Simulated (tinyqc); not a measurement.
Worked calculation: G0W0 on RHF in the sto-3g basis, for H2O, spin multiplicity 1. One step of it, computed by the program tinyqc.

Task: Iteration 8 (converged): orbitals. Diagonalise F' = X^T F X, C = X C', fill 5 alpha and 5 beta electrons from the bottom; D = 2 C_occ C_occ^T. Each column has its largest component positive (the first on a tie).

converged F (hartree), lower triangle:
```
             1O 1s      1O 2s     1O 2px     1O 2py     1O 2pz      2H 1s      3H 1s
1O 1s   -20.249788
1O 2s    -5.164801  -2.441343
1O 2px    0.000000   0.000000  -0.395627
1O 2py   -0.001742  -0.019813   0.000000  -0.286407
1O 2pz   -0.028662  -0.120173   0.000000  -0.022482  -0.335351
2H 1s    -1.195112  -1.025821   0.000000  -0.377159  -0.400710  -0.588196
3H 1s    -0.981410  -0.894190   0.000000   0.351160  -0.376030  -0.388418  -0.485705
```

X, lower triangle:
```
            1O 1s      1O 2s    1O 2px     1O 2py     1O 2pz      2H 1s     3H 1s
1O 1s    1.023999
1O 2s   -0.141055   1.215432
1O 2px   0.000000   0.000000  1.000000
1O 2py  -0.001185   0.018335  0.000000   1.089605
1O 2pz  -0.010217   0.108021  0.000000   0.008712   1.060328
2H 1s    0.021904  -0.298303  0.000000  -0.216616  -0.163811   1.213033
3H 1s    0.019593  -0.239186  0.000000   0.191204  -0.137718  -0.098476  1.162785
```

Give: F' = X^T F X; orbital energies; coefficients C; D after iteration 8.

Result:

F' = X^T F X (hartree), lower triangle:
```
         1       2       3       4       5       6       7
1  -19.872
2   -2.691  -1.266
3    0.000   0.000  -0.396
4   -0.001   0.011   0.000  -0.029
5   -0.058   0.119   0.000  -0.005  -0.161
6   -0.189  -0.519   0.000  -0.454  -0.365   0.016
7   -0.129  -0.434   0.000   0.424  -0.330  -0.112  -0.005
```

orbital energies (hartree): MO1 -20.258, MO2 -1.260, MO3 -0.580, MO4 -0.470, MO5 -0.396, MO6 0.563, MO7 0.687

coefficients C:
```
           MO1     MO2     MO3     MO4    MO5     MO6     MO7
1O 1s    0.994  -0.234   0.016   0.105  0.000   0.111   0.051
1O 2s    0.026   0.845  -0.088  -0.543  0.000  -0.714  -0.358
1O 2px   0.000   0.000   0.000   0.000  1.000   0.000   0.000
1O 2py   0.001   0.020   0.621  -0.049  0.000   0.336  -0.877
1O 2pz   0.004   0.125   0.063   0.735  0.000  -0.727  -0.306
2H 1s   -0.006   0.170   0.461   0.262  0.000   0.422   1.075
3H 1s   -0.005   0.139  -0.437   0.345  0.000   0.964  -0.465
```

D after iteration 8, lower triangle:
```
         1O 1s   1O 2s  1O 2px  1O 2py  1O 2pz   2H 1s  3H 1s
1O 1s    2.109
1O 2s   -0.461   2.035
1O 2px   0.000   0.000   2.000
1O 2py   0.002  -0.023   0.000   0.776
1O 2pz   0.107  -0.598   0.000   0.011   1.120
2H 1s   -0.021  -0.079   0.000   0.554   0.485   0.620
3H 1s   -0.016  -0.064   0.000  -0.571   0.488  -0.176  0.660
```
